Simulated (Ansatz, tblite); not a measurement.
## How methods differ on C4H5N (trans-Crotononitrile)

C4H5N: 10 atoms, total charge 0, spin state singlet. As SMILES, `C/C=C/C#N`. The coordinates come from a PBE0-D4/def2-TZVP relaxation.

Quantity: the atomisation enthalpy at 298 K, in kJ/mol. The values are calculated. The thermal term (zero-point and 298 K enthalpy, harmonic and unscaled) is that of PBE0-D4/def2-TZVP; the spin-orbit lowering of the free atoms at 298 K, 0.1 kJ/mol by their spectra, is taken off.

**What was measured.** CRC Handbook of Chemistry and Physics; in doubt, as an older value, an estimate or one at odds with other calculations gives the atomisation enthalpy at 298 K of the gas as 4296 kJ/mol.

| level | kind | program | value (kJ/mol) | computed − measured | CPU time (all runs) |
| --- | --- | --- | --- | --- | --- |
| GFN1-xTB | semi-empirical | tblite | 4943 | +647 | under 2 s |
| HF/cc-pVDZ | Hartree–Fock | Ansatz | 2968 | -1328 | 3.2 s |
| SVWN5/cc-pVDZ | LDA | Ansatz | 4877 | +581 | 5.2 s |
| BLYP/cc-pVDZ | GGA | Ansatz | 4210 | -86 | 8.2 s |
| B3LYP/cc-pVDZ | global hybrid | Ansatz | 4196 | -100 | 9 s |
| wB97M-V/cc-pVDZ | range-separated hybrid | Ansatz | 4250 | -46 | 81 s |
| B2PLYP/cc-pVDZ | double hybrid | Ansatz | 4135 | -161 | 13 s |
| RPA@PBE/cc-pVDZ | RPA | Ansatz | 3767 | -529 | 14 s |
| CCSD(T)/cc-pVDZ | coupled cluster or CI | Ansatz | 3926 | -370 | 35 s |

Nearest: wB97M-V/cc-pVDZ (-46 kJ/mol); farthest: HF/cc-pVDZ (-1328 kJ/mol). Computed less measured by kind, in kJ/mol (of the ab initio rows, those in cc-pVDZ): semi-empirical +647; Hartree–Fock -1328; LDA +581; GGA -86; global hybrid -100; range-separated hybrid -46; double hybrid -161; RPA -529; coupled cluster or CI -370. Wave-function methods converge slowly with the basis and bind too weakly in sets of this size; that is part of their error here. Times are those of the runs behind each value, whatever else they computed, on shared processors of several kinds: orders of magnitude only.
